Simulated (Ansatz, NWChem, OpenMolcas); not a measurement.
**Strength of the B–H bond: BH2 → BH + H**

Species: BH2 (boron dihydride) `[BH2]`, doublet; BH, singlet; H atom, doublet. 

Shapes, held fixed at every level: PBE0-D4/def2-TZVP; BH at the measured bond length. Programs: Ansatz 0.2.0, NWChem 7.3.0, OpenMolcas 26.06. A level may come from different programs for different species; with the same settings they agree closely. Electronic energies: no zero-point or thermal term.

```tsv
level	kind	ΔE (kJ/mol)
HF/def2-TZVPPD	Hartree–Fock	+342.8
SVWN5/def2-TZVPPD	LDA	+407.5
revPBE/def2-TZVPPD	GGA	+372.9
TPSS/def2-TZVPPD	meta-GGA	+392.4
B3LYP/6-31G* (spherical functions)	global hybrid	+384.8
B3LYP/def2-TZVPPD	global hybrid	+379.8
BHLYP/def2-TZVPPD	global hybrid	+381.7
```

BHLYP/def2-TZVPPD gives ΔE = +381.7 kJ/mol; the levels span +342.8 to +407.5. A fragment pairs its electrons up again, so this isn't a typical strength of such a bond. The median of the levels is +381.7. No measured value is set beside it here. Open shells run unrestricted unless RO is named.
